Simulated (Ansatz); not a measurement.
For Ga (model structure, started from the omega type, P6/mmm, No. 191, 3 atoms in the cell), PBE (plane waves, PAW; Ansatz, a program for electronic structure) gives:

| Property | Value |
|---|---|
| equilibrium lattice constant a | 4.817 Å |
| lattice parameter c | 2.876 Å |

### Question
What does PBE-D3(BJ) in Ansatz (plane waves, PAW) give for the same quantities?

### Answer

- lattice constant a: 4.734 Å (drops by 1.7 %)
- lattice parameter c: 2.825 Å (decreases by 1.8 %)

Changes are worked out from the printed values.

Unless a cell is named, each level is at its own relaxed cell (PBE 19.26, PBE-D3(BJ) 18.27 Å³/atom).

Ansatz's density-functional and Hartree–Fock values are scalar-relativistic unless marked +SOC, with PAW data made under PBE.

A model structure was made by putting elements into a prototype or built by hand; it is no filed structure, need not be a known phase, and can be a saddle point held by its symmetry.
